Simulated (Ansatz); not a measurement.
What each rung costs, and what it gives

Saddle point of SiNH9O, closed shell (SiH₄ + H₂O + NH₃ → SiNH₅ ([NH2][SiH3]) + H₂O + H₂; bonds formed: Si1–N7, H2–H8, H6–O9; bonds broken: Si1–H2, H6–N7, H8–O9), PBE0-D4/def2-TZVP structure:

Si1  (-1.199, -0.445, 0.023)
H2  (-0.175, 0.157, -1.442)
H3  (-0.749, -1.778, -0.449)
H4  (-1.934, -0.824, 1.297)
H5  (-2.267, 0.277, -0.713)
H6  (1.124, 0.360, 0.330)
N7  (0.090, 0.540, 0.925)
H8  (0.818, 0.167, -1.258)
O9  (1.907, 0.266, -0.692)
H10  (-0.098, 1.536, 0.845)
H11  (0.102, 0.310, 1.913)
H12  (2.381, -0.566, -0.780)
(Å)

Barriers are electronic and count from the start structure reached by relaxing down the imaginary mode.

Computed with Ansatz 0.2.0 (basis: as named in each row); correlated methods freeze the cores. B3LYP uses VWN-RPA correlation. Extrapolation: Hartree–Fock as exp(−7.88 √X), correlation as X^−2.97.

Times are rough, for one single point on 4 threads of a shared host (Intel Xeon).

The estimate by CCSD(T) at an estimated basis limit (MP2 extrapolated from triple and quadruple zeta, plus CCSD(T) − MP2 in triple zeta) is 1.791 eV.

| method | basis | time (s) | barrier (eV) | method less estimate |
| --- | --- | --- | --- | --- |
| HF | STO-3G | under 1 | 2.855 | 1.063 |
| SPW92 | def2-SVP | 1 | 0.522 | -1.269 |
| PBE-D4 | STO-3G | 2 | -0.008 | -1.800 |
| PBE-D4 | def2-SVP | 2 | 1.087 | -0.704 |
| PBE0-D4 | def2-SVP | 2 | 1.362 | -0.429 |
| B3LYP-D4 | 6-31G | 2 | 1.393 | -0.399 |
| SPW92 | def2-TZVPP | 4 | 0.711 | -1.080 |
| PBE-D4 | def2-TZVPP | 4 | 1.249 | -0.542 |
| BLYP-D4 | def2-TZVPP | 4 | 1.466 | -0.325 |
| B3LYP-D4 | def2-TZVPP | 5 | 1.628 | -0.164 |
| PBE0-D4 | def2-TZVPP | 5 | 1.469 | -0.323 |
| wB97M-V | def2-SVP | 6 | 1.575 | -0.217 |
| BHLYP-D4 | def2-TZVPP | 6 | 1.902 | 0.111 |
| CCSD(T) | def2-SVP | 6 | 1.914 | 0.123 |
| r2SCAN0-D4 | def2-TZVPP | 6 | 1.546 | -0.245 |
| CAM-B3LYP-D4 | def2-TZVPP | 6 | 1.662 | -0.129 |
| r2SCAN-D4 | def2-TZVPP | 6 | 1.376 | -0.415 |
| B2PLYP | def2-TZVPP | 10 | 1.743 | -0.048 |
| PBE-QIDH | def2-TZVPP | 10 | 1.648 | -0.143 |
| B97M-V | def2-TZVPP | 11 | 1.621 | -0.170 |
| RPA on PBE | def2-TZVPP | 11 | 1.830 | 0.039 |
| wB97X-V | def2-TZVPP | 13 | 1.728 | -0.063 |
| wB97M-V | def2-TZVPP | 14 | 1.729 | -0.063 |
| MP2 | def2-QZVPP | 49 | 1.684 | -0.107 |
| CCSD(T) | def2-TZVPP | 100 | 1.818 | 0.027 |

All methods are single points on the PBE0-D4 structures; a negative value means that the method puts the saddle structure below the start.

No T1 diagnostic of these runs exceeds 0.012.

Labels in which every atom is bracketed show which atoms are joined, not bond orders.
